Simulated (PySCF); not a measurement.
Compound: C5H7S (doublet state).
Cartesian coordinates in Å at the GFN2-xTB level; atoms count from 1:
```
atom  x, y, z in Å
C1     2.1238   -0.6283   -2.0024
C2     1.8141   -0.8354   -0.8642
C3     1.3950   -1.0275    0.4966
S4     0.4210    0.4189    1.1207
C5    -0.9272    0.3523    0.0647
C6    -2.1451    1.1320    0.3816
H7     2.4175   -0.4734   -2.9972
H8     0.7610   -1.9104    0.5925
H9     2.2544   -1.1036    1.1636
H10   -0.7152    0.0724   -0.9546
H11   -3.0292    0.6117    0.0089
H12   -2.2402    1.2680    1.4572
H13   -2.1341    2.1238   -0.0858
```

The hyperfine couplings belong to this conformer and change with its torsions.

As a line formula: `C#CCS[CH]C` [radical].

The calculation used UKS B3LYP, pcH-1 on C H S, non-relativistic, mean-field spin-orbit, GIAO in PySCF. Isolated species at its GFN2-xTB geometry (one conformer only). A GFN2-xTB geometry isn't a minimum of the functional, and hyperfine couplings can be far from their values at a DFT geometry. Stability of the SCF solution: not tested.

Q: Give the principal g shifts and their parts.

A: 
| Δg (ppt) | 1 | 2 | 3 |
| --- | --- | --- | --- |
| relativistic mass correction | -0.16 | -0.16 | -0.16 |
| gauge correction | 0.02 | 0.03 | 0.02 |
| orbital Zeeman/spin–orbit | -0.70 | 1.14 | 5.24 |
| total | -0.84 | 1.01 | 5.11 |

So g = 2.00148, 2.00333, 2.00743 and g_iso = 2.00408; the tensor is rhombic: the two nearest values differ by 31 % of g3 − g1. Axes: g3 points within 8° of the C3–S4 bond.

Q: At 33.925 GHz, how far is the centre of the isotropic spectrum from where a free electron (g = 2.002319) resonates?

A: B = hν/(g μB) with μB/h = 13.99624 MHz/mT gives 1210.53 mT for the free electron and 1209.46 mT at g_iso, 1.06 mT lower.

Q: How much does each term add to the isotropic shift?

A: The orbital-Zeeman/spin–orbit term 1.90, the mass correction -0.16 and the gauge correction 0.02 ppt, for a total of 1.76 ppt. The orbital-Zeeman/spin–orbit term is the largest in size. The mass correction is the same along every axis, so the anisotropy comes from the other two: their spans along these axes are 0.01 (gauge) and 5.94 ppt (orbital Zeeman/spin–orbit).

Q: What effective moment and Curie constant follow for a powder?

A: With the mean of g² = 4.0163 and S(S+1) = 0.75: μ_eff = √(⟨g²⟩S(S+1)) = 1.736 μB and χT = 0.12505·⟨g²⟩·S(S+1) = 0.377 cm³ K/mol (cgs; spin-Hamiltonian part alone).

Q: In a frozen sample, at which fields do the three g values resonate at 9.5, 34, 94 and 263 GHz (hyperfine left aside), and which band first spreads them over more than twice a line width of 1.0 mT?

A: 
| band | GHz | B(g3) mT | B(g2) mT | B(g1) mT | spread mT |
| --- | --- | --- | --- | --- | --- |
| X | 9.5 | 338.12 | 338.81 | 339.13 | 1.00 |
| Q | 34.0 | 1210.12 | 1212.59 | 1213.71 | 3.59 |
| W | 94.0 | 3345.62 | 3352.46 | 3355.56 | 9.94 |
| J | 263.0 | 9360.62 | 9379.75 | 9388.42 | 27.81 |

The spread grows in proportion to the frequency. Q band is the first where it exceeds 2.0 mT.

Largest spin populations (Mulliken): C5 (+0.85), S4 (+0.15) and C6 (-0.07). The positive populations add up to 1.10 and the negative ones to -0.10, together 2S = 1. The angles at C5 add up to 355.7°, so it is nearly planar; its axial dipolar tensor and the negative coupling of its proton fit spin in a p orbital normal to that plane.

The HOMO–LUMO gaps are 4.52 eV among the α and 5.57 eV among the β orbitals.
